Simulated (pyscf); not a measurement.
silylamine (H₂N–SiH₃) + silylene (SiH₂) [singlet] -> silane (SiH₄) + HN=SiH₂ (concerted two-bond exchange; singlet surface; N–Si, H–N broken, H–Si, N–Si formed). Optimised with ωB97X-D3(BJ)/def2-SVP in PySCF. Correlated levels are frozen-core, on RHF or UHF. ΔMP2 is the change of the MP2 total energy from the triple- to the quadruple-zeta basis. Energies in kJ/mol from the separated reactants.

| level | barrier | reaction energy |
|---|---|---|
| ωB97X-D3(BJ)/def2-TZVP | ? | -19.2 |
| r²SCAN/def2-TZVP | 71.9 | -38.6 |
| B3LYP-D3(BJ)/def2-TZVP | 106.8 | -23.3 |
| PBE0-D3(BJ)/def2-TZVP | 99.7 | -19.1 |
| HF/def2-TZVP | 271.6 | +10.8 |
| CCSD(T)/def2-TZVPP | 116.3 | -17.7 |
| CCSD(T)/def2-TZVPP + ΔMP2(QZVPP) | ? | ? |

Problem. Some entries are withheld; supply them.

Solution. 
- ωB97X-D3(BJ)/def2-TZVP, barrier: 142.9
- CCSD(T)/def2-TZVPP + ΔMP2(QZVPP), barrier: 112.7
- CCSD(T)/def2-TZVPP + ΔMP2(QZVPP), reaction energy: -19.4

On the reactant side the descent ends in an adduct with a N–Si contact (not fully relaxed), 132.0 kJ/mol under the separated species and 274.8 kJ/mol under the saddle at ωB97X-D3(BJ)/def2-TZVP. What is counted as formed (N–Si) is already present as a longer contact in the reactant adduct; forming that adduct is a step of its own. HN=SiH₂ lies 76.0 kJ/mol over its isomer H₂N–SiH: [singlet] (electronic energy, ωB97M-D3(BJ)/def2-TZVP). One saddle was located; it need not be the lowest between these sides. A restricted solution here is unstable towards spin polarisation, so biradical character is likely and single-reference numbers are less safe. The CCSD(T) − MP2 part came from Ansatz, without density fitting, on the same reference.
